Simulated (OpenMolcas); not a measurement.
# OH (SMILES [OH]): a chain of runs

Aim: the energy (UHF/3-21G), then a single-point energy (CASSCF(3,3)/3-21G), then the energy (CASPT2(3,3)/3-21G), then a single-point energy (SC-NEVPT2(3,3)/3-21G), then a single-point energy (MRCI(3,3)/3-21G) of OH. 

Program for the calculation: OpenMolcas 26.06.

2 further runs of the same task are left out: 1 that didn't finish, 1 set aside as unsound or not needed.

## (1) The system as given

OH has 2 atoms, charge 0, and is taken as a doublet. SMILES: `[OH]`. The O1–H2 distance was set to 2.433 Å, away from the relaxed value.

## (2) The energy at UHF/3-21G (run 1)

File step1.inp:

```
>>> EXPORT MOLCAS_PRINT=2

&GATEWAY
 BasLib=$CurrDir
 Coord
 2
 angstrom
 O        1.663539      -0.532606       0.858210
 H       -0.415880       0.133150      -0.214550
 Basis=3-21G
 Group=NoSym

&SEWARD

&SCF
 UHF
 Spin=2
 Scramble=0.25
 PrOrbitals=1 1
```

The basis set 3-21G is read from a file made from the Basis Set Exchange's data (not shown).

Run with:

```bash
export MOLCAS_MEM=1860
pymolcas step1.inp > step1.log
```

Standard output:

```text
--- Start Module: gateway ---
[...]
--- Stop Module: gateway /rc=_RC_ALL_IS_WELL_ ---
--- Start Module: seward ---
[...]
      Basis functions           11
--- Stop Module: seward /rc=_RC_ALL_IS_WELL_ ---
--- Start Module: scf ---
[...]
       Convergence after  25 Iterations
[...]
::    Total SCF energy                                -74.8907859745
[...]
      Total spin, S                                     0.9076453292
[...]
      Total electronic charge=    9.000000
      Total            charge=   -0.000000
[...]
      Dipole Moment (debye):
      Origin of the operator (angstrom)=    1.5403   -0.4931    0.7946
                   X= -2.0090E-02               Y=  6.4321E-03               Z= -1.0364E-02           Total=  2.3503E-02
      Quadrupole Moment (debye*angstrom):
[...]
--- Stop Module: scf /rc=_RC_ALL_IS_WELL_ ---
[...]
```

Wall time 1.9 s (1 thread of Arm Neoverse V1, shared host); peak memory 0.37 GiB.

## (3) The energy at CASSCF(3,3)/3-21G (run 2)

File step2.input:

```
&GATEWAY
 BasLib
 $CurrDir
 Coord
 2
 angstrom
 O        1.663539      -0.532606       0.858210
 H       -0.415880       0.133150      -0.214550
 Basis
 3-21G
 Group
 NoSym

&SEWARD

&RASSCF
 FileOrb
 $CurrDir/step1.UnaOrb
 Spin
 2
 Nactel
 3 0 0
 Inactive
 3
 Ras2
 3
 OrbListing
 Nothing
```

The basis set 3-21G is read from a file made from the Basis Set Exchange's data (not shown).

Run with:

```bash
export MOLCAS_MEM=1860
pymolcas step2.input > step2.log
```

Standard output:

```text
--- Start Module: gateway ---
[...]
--- Stop Module: gateway /rc=_RC_ALL_IS_WELL_ ---
--- Start Module: seward ---
[...]
      Basis functions           11
--- Stop Module: seward /rc=_RC_ALL_IS_WELL_ ---
--- Start Module: rasscf ---
[...]
      Number of active orbitals                  3
[...]
      Spin quantum number                      0.5
[...]
      Active orbitals                            3
[...]
      Number of CSFs                             8
[...]
      Number of root(s) required                 1
[...]
      Convergence after 13 iterations
[...]
      printout of CI-coefficients larger than  0.05 for root  1
      energy=     -74.891863
      conf/sym  111     Coeff  Weight
             1  2u0  -0.71050 0.50481
             4  udu  -0.39574 0.15661
             6  uud  -0.22848 0.05220
             8  0u2  -0.53514 0.28638
      Natural orbitals and occupation numbers for root  1
      sym 1:   1.218430   1.000000   0.781570
      ************************************************************************************************************************
      *                                                    Final results                                                     *
[...]
::    RASSCF root number  1 Total energy:    -74.89186317
[...]
      Total electronic charge=    9.000000
      Total            charge=   -0.000000
[...]
      Dipole Moment (debye):
      Origin of the operator (angstrom)=    1.5403   -0.4931    0.7946
                   X= -4.6919E-02               Y=  1.5022E-02               Z= -2.4205E-02           Total=  5.4890E-02
      Quadrupole Moment (debye*angstrom):
[...]
--- Stop Module: rasscf /rc=_RC_ALL_IS_WELL_ ---
[...]
```

Wall time 1.8 s (1 thread of Arm Neoverse V1, shared host); peak memory 0.37 GiB.

## (4) The energy at CASPT2(3,3)/3-21G (run 3)

File step3.inp:

```
&GATEWAY
  BasLib = $CurrDir
  Coord
  2
  angstrom
  O        1.663539      -0.532606       0.858210
  H       -0.415880       0.133150      -0.214550
  Basis = 3-21G
  Group = NoSym

&SEWARD

&RASSCF
  FileOrb = $CurrDir/step2.RasOrb
  Spin = 2
  Nactel = 3 0 0
  Inactive = 3
  Ras2 = 3
  OrbListing = Nothing

&CASPT2
  Imaginary = 0.1
  Frozen = 1
```

The basis set 3-21G is read from a file made from the Basis Set Exchange's data (not shown).

Run with:

```bash
export MOLCAS_MEM=1860
pymolcas step3.inp > step3.log
```

Standard output:

```text
--- Start Module: gateway ---
[...]
--- Stop Module: gateway /rc=_RC_ALL_IS_WELL_ ---
[...]
      Basis functions           11
[...]
--- Start Module: rasscf ---
[...]
      Number of active orbitals                  3
[...]
      Spin quantum number                      0.5
[...]
      Active orbitals                            3
[...]
      Number of CSFs                             8
[...]
      Number of root(s) required                 1
[...]
      Convergence after  4 iterations
[...]
      printout of CI-coefficients larger than  0.05 for root  1
      energy=     -74.891863
      conf/sym  111     Coeff  Weight
             1  2u0  -0.71050 0.50481
             4  udu  -0.39574 0.15661
             6  uud  -0.22848 0.05220
             8  0u2  -0.53514 0.28638
      Natural orbitals and occupation numbers for root  1
      sym 1:   1.218430   1.000000   0.781570
      ************************************************************************************************************************
      *                                                    Final results                                                     *
[...]
::    RASSCF root number  1 Total energy:    -74.89186317
[...]
      Total electronic charge=    9.000000
      Total            charge=   -0.000000
[...]
      Dipole Moment (debye):
      Origin of the operator (angstrom)=    1.5403   -0.4931    0.7946
                   X= -4.6919E-02               Y=  1.5022E-02               Z= -2.4205E-02           Total=  5.4890E-02
      Quadrupole Moment (debye*angstrom):
[...]
--- Stop Module: rasscf /rc=_RC_ALL_IS_WELL_ ---
--- Start Module: caspt2 ---
[...]
      E2 (Variational):          -0.0528441971
      Total energy:             -74.9447073706
[...]
      Reference weight:           0.98924
[...]
::    CASPT2 Root  1     Total energy:    -74.94470737
[...]
```

Wall time 1.8 s (1 thread of Arm Neoverse V1, shared host); peak memory 0.37 GiB.

## (5) A single-point energy at SC-NEVPT2(3,3)/3-21G (run 4)

File step4.input:

```
&GATEWAY
 BasLib
 $CurrDir
 Coord
 2
 angstrom
 O        1.663539      -0.532606       0.858210
 H       -0.415880       0.133150      -0.214550
 Basis
 3-21G
 Group
 NoSym

&SEWARD

&RASSCF
 FileOrb
 $CurrDir/step2.RasOrb
 Spin
 2
 Nactel
 3 0 0
 Inactive
 3
 Ras2
 3
 OrbListing
 Nothing

&CASPT2
 SC-NEVPT2
 Frozen
 1
```

The basis set 3-21G is read from a file made from the Basis Set Exchange's data (not shown).

Run with:

```bash
export MOLCAS_MEM=1860
pymolcas step4.input > step4.log
```

Standard output:

```text
--- Start Module: gateway ---
[...]
--- Stop Module: gateway /rc=_RC_ALL_IS_WELL_ ---
[...]
      Basis functions           11
[...]
--- Start Module: rasscf ---
[...]
      Number of active orbitals                  3
[...]
      Spin quantum number                      0.5
[...]
      Active orbitals                            3
[...]
      Number of CSFs                             8
[...]
      Number of root(s) required                 1
[...]
      Convergence after  4 iterations
[...]
      printout of CI-coefficients larger than  0.05 for root  1
      energy=     -74.891863
      conf/sym  111     Coeff  Weight
             1  2u0  -0.71050 0.50481
             4  udu  -0.39574 0.15661
             6  uud  -0.22848 0.05220
             8  0u2  -0.53514 0.28638
      Natural orbitals and occupation numbers for root  1
      sym 1:   1.218430   1.000000   0.781570
      ************************************************************************************************************************
      *                                                    Final results                                                     *
[...]
::    RASSCF root number  1 Total energy:    -74.89186317
[...]
      Total electronic charge=    9.000000
      Total            charge=   -0.000000
[...]
      Dipole Moment (debye):
      Origin of the operator (angstrom)=    1.5403   -0.4931    0.7946
                   X= -4.6919E-02               Y=  1.5022E-02               Z= -2.4205E-02           Total=  5.4890E-02
      Quadrupole Moment (debye*angstrom):
[...]
--- Stop Module: rasscf /rc=_RC_ALL_IS_WELL_ ---
[...]
      E2 (Variational):          -0.0504591092
[...]
      E2 (Variational):          -0.0504410676
      Total energy:             -74.9423042411
[...]
      Reference weight:           0.99030
[...]
::    SC-NEVPT2 Root  1     Total energy:    -74.94230424
[...]
```

It took 1.7 s on 1 thread of Arm Neoverse V1, shared host; peak memory 0.37 GiB.

## (6) A single-point energy at MRCI(3,3)/3-21G (run 5)

File step5.inp:

```
&GATEWAY
BASLIB
$CurrDir
COORD
2
angstrom
O        1.663539      -0.532606       0.858210
H       -0.415880       0.133150      -0.214550
BASIS
3-21G
GROUP
NoSym
&SEWARD
&RASSCF
FILEORB
$CurrDir/step2.RasOrb
SPIN
2
NACTEL
3 0 0
INACTIVE
3
RAS2
3
ORBLISTING
Nothing
&MOTRA
LUMORB
FROZEN
1
&GUGA
ELECTRONS
7
SPIN
2
INACTIVE
2
ACTIVE
3
CIALL
1
&MRCI
SDCI
```

The basis set 3-21G is read from a file made from the Basis Set Exchange's data (not shown).

Run with:

```bash
export MOLCAS_MEM=1860
pymolcas step5.inp > step5.log
```

Standard output:

```text
--- Start Module: gateway ---
[...]
      Basis functions           11
[...]
      Number of active orbitals                  3
[...]
      Spin quantum number                      0.5
[...]
      Active orbitals                            3
[...]
      Number of CSFs                             8
[...]
      Number of root(s) required                 1
[...]
      Convergence after  4 iterations
[...]
      printout of CI-coefficients larger than  0.05 for root  1
      energy=     -74.891863
      conf/sym  111     Coeff  Weight
             1  2u0  -0.71050 0.50481
             4  udu  -0.39574 0.15661
             6  uud  -0.22848 0.05220
             8  0u2  -0.53514 0.28638
      Natural orbitals and occupation numbers for root  1
      sym 1:   1.218430   1.000000   0.781570
      ************************************************************************************************************************
      *                                                    Final results                                                     *
[...]
::    RASSCF root number  1 Total energy:    -74.89186317
[...]
      Dipole Moment (debye):
      Origin of the operator (angstrom)=    1.5403   -0.4931    0.7946
                   X= -4.6919E-02               Y=  1.5022E-02               Z= -2.4205E-02           Total=  5.4890E-02
      Quadrupole Moment (debye*angstrom):
[...]
--- Start Module: guga ---
[...]
       (But an ACPF correction will be computed)
       USE THE DEFAULT ACPF G-VALUE GFAC=  0.28571428571428570
[...]
                      CI ENERGY:   -74.94911891
[...]
                ACPF CORRECTION:    -0.00052748
[...]
      Total electronic charge=    9.000000
      Total            charge=   -0.000000
[...]
     ACPF CORRECTION:     -0.00052748
[...]
  CI State   1     Total energy:    -74.94911891     QDav:     -0.00074120     QACPF:     -0.00052748
[...]
```

Run time: 1.9 s. Hardware: 1 thread of Arm Neoverse V1, shared host; peak memory 0.37 GiB.

## (7) Summary of results

| quantity | value |
| --- | --- |
| run 1, UHF/3-21G: total energy | -74.89079 Eh |
| run 1, UHF/3-21G: dipole moment | 0.02 D |
| run 1, UHF/3-21G: HOMO energy (highest over α and β) | -13.40 eV |
| run 1, UHF/3-21G: LUMO energy (lowest over α and β) | 3.11 eV |
| run 1, UHF/3-21G: ⟨S²⟩ | 1.731 |
| run 2, CASSCF(3,3)/3-21G: total energy | -74.89186 Eh |
| run 2, CASSCF(3,3)/3-21G: dipole moment (CASSCF density) | 0.05 D |
| run 3, CASPT2(3,3)/3-21G: total energy | -74.94471 Eh |
| run 3, CASPT2(3,3)/3-21G: dipole moment (CASSCF density) | 0.05 D |
| run 4, SC-NEVPT2(3,3)/3-21G: total energy | -74.94230 Eh |
| run 4, SC-NEVPT2(3,3)/3-21G: dipole moment (CASSCF density) | 0.05 D |
| run 5, MRCI(3,3)/3-21G: total energy | -74.94912 Eh |
| run 5, MRCI(3,3)/3-21G: dipole moment (CASSCF density) | 0.05 D |

What this shows: ⟨S²⟩ (run 1, UHF/3-21G) is 1.73 where a pure doublet has 0.75: the reference is spin-contaminated.
